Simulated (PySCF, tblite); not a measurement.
Isomers of C3H7OP. Method: GFN2-xTB as coded in tblite; computed harmonic values from a numerical Hessian at the method's own geometry, unscaled. This tight-binding method is rough: wavenumbers can miss measured ones by several per cent, in bad cases by 10 to 20. Modes of hydrogen on phosphorus can be 10 to 20 % off. One conformer each.

Electronic energies: PBE0-D3(BJ)/def2-SVP at its own geometries (PySCF, gas phase).

```tsv
SMILES	electronic energy, lowest = 0 (kJ/mol)
C[C@@H]1C[P@@H]1=O	57.4
CPC(C)=O	0.0
CP1(=O)CC1	25.4
```

Task: How do GFN2-xTB zero-point energies change the relative energies?

Result: 
```
            SMILES  ZPE (kJ/mol)  of it from modes above 1550 cm⁻¹  electronic (kJ/mol)  with ZPE, lowest = 0 (kJ/mol)  lowest mode (cm⁻¹)  rings
          CPC(C)=O         240.3                             132.5                  0.0                            0.0                  60      0
        CP1(=O)CC1         246.1                             127.8                 25.4                           31.2                 146      1
C[C@@H]1C[P@@H]1=O         245.8                             123.2                 57.4                           62.9                 160      1
```

The zero-point energies span 5.8 kJ/mol, from `CPC(C)=O` to `CP1(=O)CC1`. The order is unchanged.

Task: And how do the electronic energies of GFN2-xTB itself compare?

Result: `CPC(C)=O` 49.6; `CP1(=O)CC1` 0.5; `C[C@@H]1C[P@@H]1=O` 0.0 kJ/mol, lowest = 0. Against the energies above, taken from the same isomer `CPC(C)=O`, the largest difference is 107.0 kJ/mol. The two levels were optimised apart and needn't hold the same conformer.

Task: What do entropy and thermal enthalpy add at 298.15 K and 1 bar (rigid rotor, harmonic oscillator, one conformer each)?

Result: 
```json
{"SMILES": "CPC(C)=O", "point group": "C1", "symmetry number": "1", "S (J/(mol K))": "346.4", "H − H(0) (kJ/mol)": "21.21", "ZPE + H − H(0) − TS (kJ/mol)": "158.2"}
{"SMILES": "CP1(=O)CC1", "point group": "Cs", "symmetry number": "1", "S (J/(mol K))": "324.0", "H − H(0) (kJ/mol)": "19.07", "ZPE + H − H(0) − TS (kJ/mol)": "168.5"}
{"SMILES": "C[C@@H]1C[P@@H]1=O", "point group": "C1", "symmetry number": "1", "S (J/(mol K))": "319.4", "H − H(0) (kJ/mol)": "18.34", "ZPE + H − H(0) − TS (kJ/mol)": "168.9"}
```
